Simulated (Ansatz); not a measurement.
We consider rock-salt HfN, described by PBEsol (plane waves, PAW; Ansatz, a program for electronic structure).

Input file:

Ansatz 0.2 input:
```yaml
crystal:
  lattice:
    - [0.0, 2.26, 2.26]
    - [2.26, 0.0, 2.26]
    - [2.26, 2.26, 0.0]
  atoms:
    - { symbol: Hf, position: [0.0, 0.0, 0.0] }
    - { symbol: N, position: [0.5, 0.5, 0.5] }
basis:
  ecutwfc: 520
  ecutrho_ratio: 4
  xc_grid: 2
kpoints:
  mp_grid: { grid: [22, 22, 22] }
hamiltonian:
  xc: pbesol
  dispersion: none
  pseudopotentials: { kind: paw }
scf:
  occupations: { method: fermi_dirac, width: 0.05 }
  convergence: { dr2_threshold: 0.0000000002 }
output:
  forces: true
  stress: true
  eigenvalues: true
```

Task: How many irreducible k-points, plane waves at Γ does the program set up, and what pressure does the run end with?

Result: 328 irreducible k-points, 609 plane waves at Γ; P = -3.46 GPa, so the cell is stretched on average and its volume would shrink at this level.

The run printed, among other lines:

```
Crystal: 2 atoms, lattice volume = 23.086 Å³
Basis set: ecut = 520 eV, 609 PW (Γ), exchange–correlation on 48×48×48 points (8 copies of the dense FFT grid, shifted against one another)
Bands: 20, of which v1, the nominal top of the filled ones, is band 16 counted from 1 (15 counted from 0)
Symmetry: 48 space group operations
Space group: Fm-3m (ITA 225), of the structure as read, at distance tolerance 2.8e-5 Å
k-points: 328 of 10648
Functional: x = pbesol(κ = 0.804, μ = 0.12345679012345678), c = pbesol(β = 0.046)
SCF iter   1: F=—  HF=-15980.258665 eV  |F-HF|=—  |Δ(HF+E_count)|=         —  Δρ=8.28e-3  dr2=1.41e-2
SCF iter   2: F=—  HF=-15980.254920 eV  |F-HF|=—  |Δ(HF+E_count)|=   3.74e-3  Δρ=2.42e-3  dr2=9.76e-4
  ...
SCF iter   8: F=—  HF=-15980.254683 eV  |F-HF|=—  |Δ(HF+E_count)|=   4.69e-9  Δρ=1.59e-6  dr2=3.23e-10
SCF iter   9: F=-15980.254683 eV  HF=-15980.254683 eV  |F-HF|=0.00e0  |Δ(HF+E_count)|=  4.84e-10  Δρ=3.02e-7  dr2=1.16e-11
SCF 1 converged in 9 iterations: F = -15980.254683 eV  dr2 = 1.16e-11
SCF converged after 9 iterations
Free energy (F): -15980.254683 eV
Internal energy: -15980.249746 eV  (E = F + TS)
E sigma→0 (E₀):  -15980.252215 eV
Fermi energy:    23.674371 eV
--- Forces (eV/Å), atoms counted from 1 ---
  atom   1  Hf    -0.00000000     0.00000000     0.00000000
  atom   2  N      0.00000000    -0.00000000     0.00000000
--- Stress (GPa, compression-positive) ---
       -3.456798      -0.000000       0.000000
       -0.000000      -3.456798       0.000000
       -0.000000      -0.000000      -3.456798
  P = ⅓ Tr σ = -3.4568 GPa (-34.568 kbar)
```

The PAW data were made under PBE.

Note: cell and atoms aren't relaxed at this level (pressure -3.5 GPa).
